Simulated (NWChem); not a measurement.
Program: NWChem. System: CHCl₃, charge 0, spin multiplicity 1, displaced from the optimised geometry.

Input file:

```
start mol
memory heap 100 mb stack 700 mb global 1900 mb
geometry units angstroms nocenter noautoz noautosym
  Cl     0.851745    -0.066279     1.472644
  C     -0.009249     0.452824     0.000000
  Cl     0.851745    -0.066279    -1.472644
  Cl    -1.445005    -0.032553     0.000000
  H     -0.031481     1.546068     0.000000
end
basis spherical
  * library cc-pvdz
end
scf
  rhf
  nopen 0
  maxiter 100
  thresh 1e-7
  semidirect memsize 60000000 filesize 0
end
tce
  freeze core 16
  cr-ccsd(t)
  2eorb
  2emet 13
  thresh 1e-6
  maxiter 100
  tilesize 24
end
task tce energy
```

The output up to the point where the run's verdict is printed (cleaned and shortened):

```
             Northwest Computational Chemistry Package (NWChem) 7.3.0
             --------------------------------------------------------

                                NWChem Input Module
                                -------------------

 Scaling coordinates for geometry "geometry" by  1.889725989
 (inverse scale =  0.529177249)

                             Geometry "geometry" -> ""
                             -------------------------

 Output coordinates in angstroms (scale by  1.889725989 to convert to a.u.)

  No.       Tag          Charge          X              Y              Z
 ---- ---------------- ---------- -------------- -------------- --------------
    1 Cl                  17.0000     0.85174500    -0.06627900     1.47264400
    2 C                    6.0000    -0.00924900     0.45282400     0.00000000
    3 Cl                  17.0000     0.85174500    -0.06627900    -1.47264400
    4 Cl                  17.0000    -1.44500500    -0.03255300     0.00000000
    5 H                    1.0000    -0.03148100     1.54606800     0.00000000

 Effective nuclear repulsion energy (a.u.)     274.9661672617

            Nuclear Dipole moment (a.u.)
            ----------------------------
        X                 Y               Z
 ---------------- ---------------- ----------------
     8.1395600588     2.7516772551     0.0000000000


 Summary of "ao basis" -> "" (spherical)
 ------------------------------------------------------------------------------
       Tag                 Description            Shells   Functions and Types
 ---------------- ------------------------------  ------  ---------------------
 *                          cc-pvdz                   on all atoms

 Summary of "ao basis" -> "ao basis" (spherical)
 ------------------------------------------------------------------------------
       Tag                 Description            Shells   Functions and Types
 ---------------- ------------------------------  ------  ---------------------
 Cl                         cc-pvdz                  8       18   4s3p1d
 C                          cc-pvdz                  6       14   3s2p1d
[...]
     2   1 0 1      0.000000      0.000000      0.000000
     2   0 2 0    -31.165398      0.000000     13.527182
     2   0 1 1     -0.000000      0.000000      0.000000
     2   0 0 2    -33.562927      0.000000    263.312898

                   NWChem Extensible Many-Electron Theory Module
                   ---------------------------------------------


            General Information
            -------------------
      Number of processors :     1
         Wavefunction type : Restricted Hartree-Fock
          No. of electrons :    58
           Alpha electrons :    29
            Beta electrons :    29
           No. of orbitals :   146
            Alpha orbitals :    73
             Beta orbitals :    73
        Alpha frozen cores :    16
         Beta frozen cores :    16
     Alpha frozen virtuals :     0
      Beta frozen virtuals :     0
         Spin multiplicity : singlet
    Number of AO functions :    73
       Number of AO shells :    33
        Use of symmetry is : off
      Symmetry adaption is : off
         Schwarz screening : 0.10D-09

          Correlation Information
          -----------------------
          Calculation type : Coupled-cluster singles & doubles w/ perturbation
   Perturbative correction : Completely renormalized (T)
            Max iterations :      100
        Residual threshold : 0.10D-05
     T(0) DIIS level shift : 0.00D+00
     L(0) DIIS level shift : 0.00D+00
     T(1) DIIS level shift : 0.00D+00
     L(1) DIIS level shift : 0.00D+00
     T(R) DIIS level shift : 0.00D+00
     T(I) DIIS level shift : 0.00D+00
   CC-T/L Amplitude update :  5-th order DIIS
                I/O scheme : Global Array Library
        L-threshold :  0.10D-05
        EOM-threshold :  0.10D-05
 no EOMCCSD initial starts read in
 TCE RESTART OPTIONS
 SLICE:      F
 D4D5:       F
 quantumc:   F
 qrotation:  F
 pwtce:      F
 qducc:      F
 nacto:                         0
 nrotv:                         0
 nrot:                          0

            Memory Information
            ------------------
          Available GA space size is     249031471 doubles
          Available MA space size is     104852348 doubles

 Maximum block size supplied by input
 Maximum block size        24 doubles

 tile_dim =     22

 -------------------------------------------------

 Global array virtual files algorithm will be used

 Parallel file system coherency ......... OK

 4-electron integrals stored in orbital form

 v2    file size   =          2852085
 4-index algorithm nr.  13 is used
 imaxsize =       30
 imaxsize ichop =        0


CCSD iterations
 ---------------------------------------------------------
 Iter          Residuum       Correlation     Cpu    Wall
 ---------------------------------------------------------
    1   0.1625951715361  -0.5499374939401     0.5     0.5
    2   0.0424036990720  -0.5742838215734     0.5     0.5
    3   0.0143328759955  -0.5834046665231     0.4     0.4
    4   0.0054724545073  -0.5849342782693     0.5     0.5
    5   0.0022192780249  -0.5856784034583     0.5     0.5
    6   0.0005308103302  -0.5859533504906     0.4     0.4
    7   0.0002139373146  -0.5860223796261     0.4     0.4
    8   0.0000962503995  -0.5860248598662     0.5     0.5
    9   0.0000496686081  -0.5860252481302     0.5     0.5
   10   0.0000252810029  -0.5860265490984     0.5     0.5
   11   0.0000065011296  -0.5860270445425     0.5     0.5
   12   0.0000034742955  -0.5860274798392     0.5     0.5
   13   0.0000021596404  -0.5860275697486     0.4     0.4
   14   0.0000013720815  -0.5860275659022     0.5     0.5
   15   0.0000008812902  -0.5860275664152     0.5     0.5
 -----------------------------------------------------------------
 Iterations converged
 CCSD correlation energy / hartree =        -0.586027566415196
 CCSD total energy / hartree       =     -1417.480904606991317

 Singles contributions

 Doubles contributions
 CR-CCSD(T)
```

The program stopped with an error. NWChem stopped with the message: ccsd_t 2.
